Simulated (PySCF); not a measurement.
**Ionisation energy of N by level of theory**

N [He] 2s2 2p3 (4S) → N+ [He] 2s2 2p2 (3P), as a difference of total energies. Computed with PySCF 2.14 in aug-cc-pCVQZ-DK (9s8p6d4f2g, 109 functions), with the spin-free X2C one-electron Hamiltonian (Gaussian nucleus). Correlated levels: valence: 1s2 frozen; valence and next inner shell: nothing frozen. The calculations carry no spin-orbit coupling.

| method | ionisation energy (eV) |
| --- | --- |
| UHF | 13.886 |
| LDA | 15.002 |
| PBE | 14.725 |
| PBE0 | 14.696 |
| r2SCAN | 14.801 |
| wB97X | 14.570 |
| MN15 | 14.524 |
| TPSSh | 14.661 |
| MP2 (valence) | 14.613 |
| SCS-MP2 (valence) | 14.347 |
| MP2 (valence and next inner shell) | 14.638 |
| SCS-MP2 (valence and next inner shell) | 14.364 |

Task: How much does correlation contribute at MP2 (valence and next inner shell)?

Result: 14.638 − (13.886) = 0.752 eV, measured against UHF.

A first-order spin-orbit estimate (lowest level to lowest level, LS coupling) adds -0.012 eV.

Errors of the correlated levels include the incompleteness of this basis and the frozen core.

For comparison: 14.534 eV (measured; NIST Atomic Spectra Database, ionization energies).
